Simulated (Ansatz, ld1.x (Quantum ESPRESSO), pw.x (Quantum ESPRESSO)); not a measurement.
## nitrogen: does the RRKJ potential hold in the solid?

```json
{
  "Element": "nitrogen (N)",
  "Generator": "ld1.x (Quantum ESPRESSO) 7.5",
  "Type": "norm-conserving RRKJ (Kleinman–Bylander form)",
  "Functional": "PBEsol",
  "Relativity": "scalar-relativistic",
  "Frozen core": "[He]",
  "Valence charge": "5",
  "Reference configuration": "2s1.5 2p3.5",
  "Partial waves": "2s (bound): rc 0.85 bohr; 2p (bound): rc 2.35 bohr; 3d channel at 0.05 Ry: rc 2.50 bohr",
  "Local potential": "all-electron potential smoothed inside 0.80 bohr (lloc = -2)",
  "Core correction": "none"
}
```

Atomic tests: cutoffs needed: 70 Ry and 100 Ry (the cutoffs (Ry, on a coarse ladder) from which the occupation-weighted sum of valence levels, in a spherical-Bessel basis at the reference potential, stays within 10 and 1 mRy of its value at 400 Ry); ghost test: no extra level below or beside the all-electron valence levels (s, p, d, f tested) (spherical-Bessel basis up to 400 Ry, 20 bohr box); configuration tests: 1 of 7 tests not solved or not reliable.

Crystal test: bcc N in pw.x 7.5, no spin, 18³ k-points, Fermi–Dirac smearing 0.01 Ry, cutoffs 120/480 Ry. The reference is all-electron LAPW (Ansatz 0.2.0) with the same functional, mesh and smearing; V0 and B0 come from Birch–Murnaghan fits to the pressures at five volumes. Errors are pseudo minus all-electron; Δ is the rms difference of the E(V) curves that follow from these fits, minima aligned, over ±6 % about the mean V0. Mesh and smearing are coarse, so the numbers serve the comparison and aren't converged zero-temperature values; the lattice is a test structure that the element need not adopt. Spin polarisation is left out.

All-electron: a0 = 2.395 Å (V0 = 6.87 Å³/atom), B0 = 214.6 GPa.

Question: How far does the potential miss the all-electron equation of state?

Answer: mean pressure error (GPa): +7.88; a0 (Å): 2.425; a0 error (%): +1.23; B0 error (%): -6.6; Δ (meV/atom): 11.6. The largest radius (2.50 bohr) exceeds half the bond length (1.96 bohr), so the spheres overlap, which is one possible source of error among others. This is a poor potential for the solid. Atomic configuration tests: 1 of 7 tests not solved or not reliable.

| V (Å³/atom) | P all-electron (GPa) | P pseudo (GPa) |
| --- | --- | --- |
| 6.552 | 11.27 | 20.01 |
| 6.725 | 4.87 | 13.16 |
| 6.897 | -0.77 | 7.10 |
| 7.069 | -5.74 | 1.72 |
| 7.242 | -10.12 | -3.04 |

Question: At the middle volume, how do free energy and pressure move when the wave cutoff is lowered (ecutrho kept at four times it)?

Answer:

```csv
cutoff (Ry),shift of F (meV/atom),shift of P (GPa)
54,+366.9,-22.65
72,+92.8,-7.33
96,+14.6,-1.29
```

The run at the middle volume (195 k-points, 5 iterations) took about 16 s on one core of a shared host (Intel(R) Xeon(R) Platinum 8488C, 192 threads, 1488 GiB, load 62).
